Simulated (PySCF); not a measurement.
Gas-phase reaction: CHF2 + F2 = CF3 + HF

Method: PySCF energies (xtb for GFN2) plus ideal-gas RRHO corrections (1 bar). † marks an energy on the PBE0/def2-TZVP geometry and frequencies; other levels use their own. MP2 freezes the core. Open shells (unrestricted): CHF2 (multiplicity 2), CF3 (multiplicity 2); the rest are closed-shell singlets. GFN2 has no spin-polarisation term. B3LYP is the form with VWN-RPA correlation. CHF2: computed as isolated molecules; such fragments, hydroxides, amides, oligomers or adducts are transient or little studied in the gas. MP2 isn't extrapolated to the basis-set limit; its ΔH°(298 K) is -516.9 kJ in def2-SVP and -525.0 kJ in def2-TZVPP. The harmonic model lacks anharmonicity and excited electronic states, which grow with temperature; levels with a mode under 35 cm⁻¹ are left out.

```json
[
 {"level": "B3LYP/def2-TZVP†", "ΔE electronic, kJ": "-478", "ΔH°(298 K), kJ": "-478", "ΔS°(298 K), J/K": "-20", "ΔG°(600 K), kJ": "-466"},
 {"level": "GFN2-xTB", "ΔE electronic, kJ": "-344", "ΔH°(298 K), kJ": "-342", "ΔS°(298 K), J/K": "-19", "ΔG°(600 K), kJ": "-331"},
 {"level": "HF/def2-TZVP†", "ΔE electronic, kJ": "-538", "ΔH°(298 K), kJ": "-537", "ΔS°(298 K), J/K": "-20", "ΔG°(600 K), kJ": "-526"},
 {"level": "M06-2X/def2-TZVP†", "ΔE electronic, kJ": "-510", "ΔH°(298 K), kJ": "-509", "ΔS°(298 K), J/K": "-20", "ΔG°(600 K), kJ": "-498"},
 {"level": "MP2/def2-SVP†", "ΔE electronic, kJ": "-518", "ΔH°(298 K), kJ": "-517", "ΔS°(298 K), J/K": "-20", "ΔG°(600 K), kJ": "-506"},
 {"level": "PBE/def2-SVP", "ΔE electronic, kJ": "-458", "ΔH°(298 K), kJ": "-457", "ΔS°(298 K), J/K": "-20", "ΔG°(600 K), kJ": "-446"},
 {"level": "r2SCAN/def2-TZVP†", "ΔE electronic, kJ": "-488", "ΔH°(298 K), kJ": "-487", "ΔS°(298 K), J/K": "-20", "ΔG°(600 K), kJ": "-476"},
 {"level": "LDA/def2-TZVP†", "ΔE electronic, kJ": "-500", "ΔH°(298 K), kJ": "-499", "ΔS°(298 K), J/K": "-20", "ΔG°(600 K), kJ": "-488"},
 {"level": "ωB97M-V/def2-TZVP†", "ΔE electronic, kJ": "-489", "ΔH°(298 K), kJ": "-488", "ΔS°(298 K), J/K": "-20", "ΔG°(600 K), kJ": "-477"},
 {"level": "ωB97X-V/def2-TZVP†", "ΔE electronic, kJ": "-486", "ΔH°(298 K), kJ": "-485", "ΔS°(298 K), J/K": "-20", "ΔG°(600 K), kJ": "-474"}
]
```
ΔH° is lowest at HF/def2-TZVP† and highest at GFN2-xTB. No reference value is set beside these.
